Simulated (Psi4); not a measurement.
# OF (SMILES [O]F) at UBP86/def2-TZVP (sweep point 8)

Aim: the vertical electron affinity of OF at UBP86/def2-TZVP (sweep point 8), from 2 runs. The job is set up through a Python script.

The results are computed with Psi4 1.11.

4 further runs of the same task are left out: 4 set aside as unsound or not needed.

**1. The molecule**

OF has 2 atoms, charge 0, and is taken as a doublet. As SMILES, `[O]F`. Geometry: relaxed at GFN2-xTB.

Bond lengths: O1–F2 1.298 Å.

**2. The energy at UBP86/def2-TZVP (sweep point 8)**

Contents of fo.py:

```python
import psi4

psi4.set_memory(1600000000)
psi4.set_num_threads(1)
psi4.set_output_file('psi4.out', False)

geom = psi4.geometry("""
0 2
O      0.000000     0.000000     0.000000
F      0.000000     0.000000     1.298450
units angstrom
symmetry c1
""")

options = {'basis': 'def2-TZVP', 'reference': 'uks', 'puream': True, 'scf_type': 'pk', 'dft_radial_points': 250, 'dft_spherical_points': 1202, 'maxiter': 150}
psi4.set_options(options)

result = psi4.energy('bp86')
print(f'total energy {result:.8f} hartree = {result * 27.211386:.5f} eV')
for k, v in sorted(psi4.core.scalar_variables().items()):
    print(f'{k:45s} {v:18.10f}')
```

Command:

```bash
$ python fo.py
```

psi4.out:

```text
[...]
  Running in c1 symmetry.
[...]
  Nuclear repulsion =   29.343262480834841
[...]
  Multiplicity = 2
[...]
  Nalpha       = 9
  Nbeta        = 8
[...]
    Number of basis functions: 62
[...]
   @UKS iter   1:  -174.90767343890019   -1.66551e-01   6.10150e-03 DIIS/ADIIS
[...]
   @UKS iter   8:  -174.95816545535141   -1.18776e-07   8.17959e-07 DIIS
[...]
   @S^2 Observed:                7.517993773E-01
[...]
    Orbital Energies [Eh]
    ---------------------
    Alpha Occupied:
       1A    -24.394040     2A    -18.914305     3A     -1.264456
       4A     -0.860856     5A     -0.535692     6A     -0.514904
       7A     -0.481464     8A     -0.321462     9A     -0.268169
    Alpha Virtual:
      10A     -0.046842    11A      0.298135    12A      0.356759
      13A      0.360483    14A      0.380655    15A      0.479736
      16A      0.523434    17A      0.533989    18A      0.846557
      19A      1.273504    20A      1.290965    21A      1.291056
      22A      1.303746    23A      1.795221    24A      1.859292
      25A      1.859606    26A      2.165680    27A      2.199922
[...]
  @UKS Final Energy:  -174.95816545535141
   => Energetics <=
    Nuclear Repulsion Energy =             29.3432624808348415
    One-Electron Energy =                -300.4402640722485103
    Two-Electron Energy =                 115.0511542814403043
    DFT Exchange-Correlation Energy =     -18.9123181453780127
    Empirical Dispersion Energy =           0.0000000000000000
    VV10 Nonlocal Energy =                  0.0000000000000000
    Total Energy =                       -174.9581654553514056
[...]
 Multipole Moments:
 ------------------------------------------------------------------------------------
     Multipole            Electronic (a.u.)      Nuclear  (a.u.)        Total (a.u.)
 ------------------------------------------------------------------------------------
 L = 1.  Multiply by 2.5417464519 to convert [e a0] to [Debye]
 Dipole X            :         -0.0000000            0.0000000           -0.0000000
 Dipole Y            :          0.0000000            0.0000000            0.0000000
 Dipole Z            :          0.6989534           -0.5632697            0.1356837
 Magnitude           :                                                    0.1356837
[...]
```

The script printed:

```text
total energy -174.95816546 hartree = -4760.85417 eV
CURRENT ENERGY                                   -174.9581654554
CURRENT REFERENCE ENERGY                         -174.9581654554
DD SOLVATION ENERGY                                 0.0000000000
DFT FUNCTIONAL TOTAL ENERGY                      -174.9581654554
DFT TOTAL ENERGY                                 -174.9581654554
DFT VV10 ENERGY                                     0.0000000000
DFT XC ENERGY                                     -18.9123181454
GRID ELECTRONS ALPHA                                8.9999999994
GRID ELECTRONS BETA                                 7.9999999994
GRID ELECTRONS TOTAL                               16.9999999988
NUCLEAR REPULSION ENERGY                           29.3432624808
ONE-ELECTRON ENERGY                              -300.4402640722
PCM POLARIZATION ENERGY                             0.0000000000
PE ENERGY                                           0.0000000000
SCF ITERATION ENERGY                             -174.9581654554
SCF ITERATIONS                                      8.0000000000
SCF TOTAL ENERGY                                 -174.9581654554
TWO-ELECTRON ENERGY                               115.0511542814
XC GRID RADIAL POINTS                             250.0000000000
XC GRID SPHERICAL POINTS                         1202.0000000000
XC GRID TOTAL POINTS                           566634.0000000000
```

Run time: 11 s. Hardware: 1 thread of Intel Xeon Platinum 8488C (Sapphire Rapids), shared host; peak memory 1.2 GiB.

**3. The singlet anion, same level**

Contents of job.py:

```python
import psi4

psi4.set_memory('1600 MB')
psi4.set_num_threads(1)
psi4.core.set_output_file('run.log', False)

m = psi4.geometry("""
-1 1
O      0.000000     0.000000     0.000000
F      0.000000     0.000000     1.298450
symmetry c1
""")

psi4.set_options({
    'basis': 'def2-TZVP',
    'puream': True,
    'scf_type': 'pk',
    'dft_radial_points': 250,
    'dft_spherical_points': 1202,
})

result, w = psi4.energy("bp86", return_wfn=True)
print(f'bp86 energy: {result:.10f} Eh')
```

Command:

```bash
$ python job.py
```

run.log:

```text
[...]
  Running in c1 symmetry.
[...]
  Nuclear repulsion =   29.343262480834841
[...]
  Multiplicity = 1
[...]
  Nalpha       = 9
  Nbeta        = 9
[...]
    Number of basis functions: 62
[...]
   @RKS iter   1:  -174.79935936246892   -5.82367e-02   1.17693e-02 DIIS/ADIIS
[...]
   @RKS iter   8:  -174.99981522855620   -1.74654e-08   2.71588e-07 DIIS
[...]
    Orbital Energies [Eh]
    ---------------------
    Doubly Occupied:
       1A    -23.979450     2A    -18.417884     3A     -0.854794
       4A     -0.428937     5A     -0.124570     6A     -0.099546
       7A     -0.099546     8A      0.146717     9A      0.146717
[...]
  @RKS Final Energy:  -174.99981522855620
   => Energetics <=
    Nuclear Repulsion Energy =             29.3432624808348415
    One-Electron Energy =                -307.4622118502911121
    Two-Electron Energy =                 122.4105813711849038
    DFT Exchange-Correlation Energy =     -19.2914472302847955
    Empirical Dispersion Energy =           0.0000000000000000
    VV10 Nonlocal Energy =                  0.0000000000000000
    Total Energy =                       -174.9998152285562014
[...]
 Multipole Moments:
 ------------------------------------------------------------------------------------
     Multipole            Electronic (a.u.)      Nuclear  (a.u.)        Total (a.u.)
 ------------------------------------------------------------------------------------
 L = 1.  Multiply by 2.5417464519 to convert [e a0] to [Debye]
 Dipole X            :         -0.0000000            0.0000000           -0.0000000
 Dipole Y            :         -0.0000000            0.0000000           -0.0000000
 Dipole Z            :          1.3906523           -0.5632697            0.8273826
 Magnitude           :                                                    0.8273826
[...]
```

Standard output:

```text
bp86 energy: -174.9998152286 Eh
```

Wall time 8.4 s (1 thread of Intel Xeon Platinum 8488C (Sapphire Rapids), shared host); peak memory 1.2 GiB.

**4. Summary of results**

At UBP86/def2-TZVP (sweep point 8):

```
                                                            quantity          value
                                            doublet OF: total energy  -174.95817 Eh
                                           doublet OF: dipole moment         0.34 D
                      doublet OF: HOMO energy (highest over α and β)       -6.87 eV
                       doublet OF: LUMO energy (lowest over α and β)       -6.29 eV
                                                    doublet OF: ⟨S²⟩          0.752
                                         singlet anion: total energy  -174.99982 Eh
                                          singlet anion: HOMO energy        3.99 eV
                                          singlet anion: LUMO energy        9.69 eV
singlet anion: HOMO–LUMO gap (to an unbound level, set by the basis)        5.70 eV
                   vertical electron affinity (to the singlet anion)       1.133 eV
```

**Reading.** At fixed nuclei the extra electron is bound by 1.13 eV (109 kJ/mol). The basis has no diffuse functions, so the error can be as large as this value. The HOMO (singlet anion) lies at positive energy, 3.99 eV, as semi-local functionals often give for anions; only total energies tell whether the electron is bound.
